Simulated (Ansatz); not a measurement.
Consider the substitution at a C–N bond: `CNC1(O)C=N1` + `N=C(F)Cl` → `C/N=C(/F)Cl` + `NC1(O)C=N1`.

Isolated molecules relaxed with PBE0-D4/def2-TZVP in Ansatz; ΔE leaves out vibrations. CCSD(T)/CBS is the MP2 limit (def2-TZVPP, def2-QZVPP) plus CCSD(T) − MP2 in def2-TZVPP, frozen cores. This one scheme is used for every species. DFT in def2-TZVPP. B3LYP here is the variant with VWN-RPA as its local correlation; programs differ in this. One conformer a species, not always the lowest.

**Question.** Is it downhill or uphill in electronic energy at CCSD(T)/CBS, and by how much? (An estimate is asked.)

**Answer.** The calculation gave: Downhill: ΔE = -0.12 eV.

**Question.** What do these levels give: PBE-D4, r2SCAN-D4, PBE0-D4, ωB97X-V, B2PLYP, r2SCAN, B3LYP, SCS-MP2/def2-TZVPP, HF/def2-QZVPP, SCS-MP2/def2-QZVPP, HF/CBS(def2), CCSD/CBS(def2)? (An estimate is asked.)

**Answer.** Ansatz gave: PBE-D4 -0.16, r2SCAN-D4 -0.15, PBE0-D4 -0.14, ωB97X-V -0.10, B2PLYP -0.14, r2SCAN -0.15, B3LYP -0.15, SCS-MP2/def2-TZVPP -0.11, HF/def2-QZVPP -0.08, SCS-MP2/def2-QZVPP -0.12, HF/CBS(def2) -0.09, CCSD/CBS(def2) -0.11 eV.

Largest T1 diagnostic among the species: 0.013.
